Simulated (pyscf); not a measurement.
Thermochemistry of product channels of F–BH–F (SMILES FBF) + CH₄ (SMILES C) on the singlet surface, in kJ/mol, from ωB97M-D3(BJ)/def2-TZVP energies (ideal gas, 1 atm, RRHO with modes under 100 cm⁻¹ raised to 100, one conformer, R ln 2 for rigid chiral ones). Optimised with ωB97X-D3(BJ)/def2-SVP in PySCF.

```csv
products,ΔE,ΔH(298 K),ΔG(600 K),ΔG(900 K)
HF (SMILES F) + H₃C–BH–F (SMILES CBF),+159.9,+156.1,+146.0,+138.4
H₃C–B(F)–F (SMILES CB(F)F) + H₂ (SMILES [H][H]),+13.1,-1.4,+2.1,-0.3
H₃C–F (SMILES CF) + H₂B–F (SMILES BF),+265.7,+263.3,+255.0,+251.4
```

These are energies of the channels, which say nothing of barriers.
